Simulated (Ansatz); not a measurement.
The same path of CH₇NSi (10 atoms, charge 0, multiplicity 1) was run twice with different band settings. Lost on the way: Si1–H4. Made: N2–H4.

These are results of Ansatz, RKS r2SCAN-D4/def2-SVP, not measurements.

Relaxed end points:

```xyz
10
Properties=species:S:1:pos:R:3
Si -0.777 1.175 -0.010
N 0.540 0.103 -0.352
C 0.583 -1.281 0.076
H -2.045 0.549 -0.496
H -0.507 2.452 -0.735
H -0.996 1.511 1.440
H 1.459 0.520 -0.470
H 1.220 -1.884 -0.593
H 0.952 -1.428 1.112
H -0.429 -1.717 0.028
```

```xyz
10
Properties=species:S:1:pos:R:3
Si -0.740 1.811 0.061
N -0.083 0.056 -0.747
C 0.420 -0.990 0.165
H -0.861 -0.304 -1.307
H 0.530 1.837 0.928
H -1.526 0.990 1.096
H 0.638 0.312 -1.427
H 0.750 -1.891 -0.378
H 1.255 -0.572 0.742
H -0.382 -1.249 0.868
```

Common settings: movable images 5; climbing image yes; optimiser quadratic models (default); start path through a guess of the saddle point; force threshold 0.05 eV/Å; iteration limit 60; end points relaxed.

| run | spring |
| --- | --- |
| 1 | 5.0 eV/Å² |
| 2 | 0.1 eV/Å² |

Q: What does each run give, and how far can it be trusted?

A: Run 1: converged after 13 iterations, highest image 2.787 eV above the first end. Neighbouring images differ by up to 2.5 eV, so the band resolves the path poorly. A vibrational analysis at the climbing image gives one clearly imaginary mode, 1402i cm⁻¹: a first-order saddle point.
Run 2: converged after 14 iterations, highest image 2.787 eV above the first end. Neighbouring images differ by up to 2.4 eV, so the band resolves the path poorly. Another band between the same ends (5 images) ends at a top of the same energy, where a vibrational analysis finds 1 clearly imaginary mode.
The orbitals stay closed-shell, which can raise the energy where a bond breaks towards radicals; this wasn't checked here.
